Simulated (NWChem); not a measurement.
Molecule: BF$_{3}$; SMILES FB(F)F

All runs: NWChem. All runs use the structure optimised with PBE0/def2-SVP.

For level B3LYP/3-21G:

```
Quantity                      Value
---------------------------  ------
highest occupied level (eV)  -11.02
orbital gap (eV)              11.96
```

### Question
Estimate the same quantities for level B3LYP/def2-SVPD.

### Answer
highest occupied level (eV): -12.06
orbital gap (eV): 11.72
